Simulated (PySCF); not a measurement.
**Functional dependence of a UV spectrum**

Thioketene, C₂H₂S.
Numbering: `[CH2:1]=[C:2]=[S:3]` (hydrogens: H4, H5 on C1)

Linear-response calculations in the def2-SVPD basis (PySCF; singlets by full response, triplets Tamm–Dancoff, core orbitals frozen in the response; HF means time-dependent Hartree–Fock). 'Strongest' is the level of largest summed f among the singlets computed (10 roots, of which the last may lack a degenerate partner); it can jump between rows when another state enters that window. S1 is the lowest singlet of each run and needn't be the same state throughout; f(S1) is that of one state. Geometry: PBE0-D3(BJ)/def2-SVP; no solvent, vibrations or thermal averaging.

```tsv
functional	kind	S1 (eV)	f(S1)	strongest (eV)	T1 (eV)	HOMO (eV)	gap (eV)	ionisation energy, ΔSCF (eV)
LDA	LDA	2.55	0.000	6.85	2.26	-5.74	2.40	9.14
B3LYP	global hybrid, 20% exact exchange	2.54	0.000	6.83	2.21	-6.45	3.99	8.95
PBE0	global hybrid, 25% exact exchange	2.57	0.000	6.98	2.21	-6.67	4.40	8.93
BHandHLYP	global hybrid, 50% exact exchange	2.58	0.000	6.97	2.25	-7.59	6.39	8.78
CAM-B3LYP	range-separated hybrid	2.49	0.000	6.91	2.17	-7.89	6.78	8.96
wB97X-D	range-separated hybrid	2.52	0.000	7.02	2.22	-8.45	7.94	8.98
LC-wPBE	range-separated hybrid	2.44	0.000	7.13	2.10	-9.20	9.17	9.01
HF	Hartree–Fock	2.66	0.000	7.02	2.33	-9.00	10.40	not settled
```

Q: What does PBE (GGA) give?

A: S1 (eV) 2.55, f(S1) 0.000, strongest (eV) 6.76, T1 (eV) 2.20, HOMO (eV) -5.61, gap (eV) 2.42, ionisation energy, ΔSCF (eV) 8.91. S1 runs from 2.44 eV (LC-wPBE) to 2.66 eV (HF), a spread of 0.22 eV, while the orbital gap spreads over 8.0 eV. −ε(HOMO) comes closest to its own ΔSCF ionisation energy with LC-wPBE (+0.19 eV) and misses most with LDA (-3.40 eV). 'Not settled' means that the ion's SCF failed to converge or may have ended in another state than the lowest.
